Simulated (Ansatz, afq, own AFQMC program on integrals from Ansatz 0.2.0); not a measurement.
Two steps: Ansatz 0.2.0 writes the Fock matrix and Cholesky factors of the valence space, and afq projects on them the lowest state that overlaps trial and start.

```yaml
crystal:
  periodic: [false, false, false]
  atoms:
    - {symbol: Ge, position_ang: [0.000000, 0.000000, 0.733436]}
    - {symbol: Al, position_ang: [0.000000, 0.000000, -1.780769]}
    - {symbol: H, position_ang: [0.000000, -1.374627, -2.593847]}
    - {symbol: H, position_ang: [0.000000, 1.374627, -2.593847]}
basis:
  gaussian: {orbitals: cc-pVDZ}
magnetization: {spin_polarized: false, initial_magnetization: 1}
correlation: {method: ccsd_t, electrons: outside_noble_gas, hamiltonian_folder: ham}
```

```sh
$ ansatz run in.yaml --threads 1 --pin off --events-out ev --progress --plain --max-ram 1382MiB
```

afq runs on the folder ham with

```
--method phaseless --trial cisd --walkers 60 --populations 1 --least-time 40 --time-step 0.005 --steps-per-block 50 --equilibration-blocks 28 --max-blocks 300 --target-error 0.00036 --factor-cut 1e-05 --start spin_pure --seed 3371 --release-times 0.24,0.51,0.99,1.62,2.4 --release-step 0.03 --release-every 4 --taylor-order 6
```

Times are imaginary, in 1/Eh. The walk had a cap of 1011 s. Filled inner d shells are frozen with the cores.

```
orbitals 36  electrons 5 4  factors 271 of 595
reference energy -2318.36191977 Eh
CCSD correlation -0.15743922 Eh in 12 cycles, weight of the determinant in the CISD state 0.8771
energy of the start -2318.519356 Eh
 block  time / (1/Eh)  mean weight  energy / Eh
     1     0.250  1.0006  -2318.517320
     2     0.500  1.0011  -2318.517280
     3     0.750  1.0009  -2318.518118
     4     1.000  1.0003  -2318.518897
     5     1.250  1.0001  -2318.518624
     8     2.000  0.9994  -2318.520610
    13     3.250  0.9996  -2318.520990
    25     6.250  0.9996  -2318.523496
    37     9.250  0.9996  -2318.520848
    49    12.250  1.0001  -2318.526628
    61    15.250  0.9996  -2318.523587
    73    18.250  0.9996  -2318.524943
    85    21.250  1.0001  -2318.523331
    97    24.250  1.0011  -2318.523920
   105    26.250  1.0008  -2318.529060
   109    27.250  1.0006  -2318.523575
   121    30.250  1.0007  -2318.523413
   133    33.250  0.9997  -2318.525638
   145    36.250  0.9994  -2318.527549
   157    39.250  1.0014  -2318.526032
   161    40.250  1.0002  -2318.520685
   169    42.250  0.9987  -2318.525433
   181    45.250  0.9989  -2318.522827
   185    46.250  1.0005  -2318.523498
blocks merged  error / Eh  count
     1  0.000188  160
     2  0.000239  80
     4  0.000295  40
     8  0.000301  20
    16  0.000305  10
released: time / (1/Eh)  energy / Eh  error  mean overlap
  0.24  -2318.524999  0.000352  0.9927
  0.51  -2318.525250  0.000355  0.9743
  0.99  -2318.524933  0.000331  0.9842
  1.62  -2318.524643  0.000296  0.9812
  2.40  -2318.524321  0.000505  0.9934
energy -2318.524801 +/- 0.000301 Eh
(rows thinned)
```

(1) Estimate how long the walk took on 1 thread of Arm Neoverse V2, with other jobs on the host.

The run passed its tests (sampling time, drift between the halves within three errors, error under three times the target), which doesn't prove that it has relaxed.

Against this walk (error 8.2 meV) on the same determinant: CCSD(T) 43.1 meV higher, CCSDT(Q) 7.6 meV higher (within the noise). The error is statistical and leaves out the bias of the constraint. Released to 2.40 1/Eh the energy moves by 13 ± 16 meV (both errors), within twice the noise.

Cautions: constraint bias not in the error; no relativity below Rb; no spin-orbit coupling; inner d shell frozen; higher spins were not checked; a spin-contaminated unrestricted determinant lies lower (UHF 142 meV lower, ⟨S²⟩ 1.16).

## Answers

(1) 2.7 min of wall time.

CCSDT and higher add their correlation energy to the determinant of the CCSD(T) run, since their own runs factorise the integrals more tightly (a shift of under 2 meV). A walk keeps the symmetry of its determinant, which the program's search chose and which needn't be the lowest solution, so a lower state of the same spin and another symmetry isn't excluded.
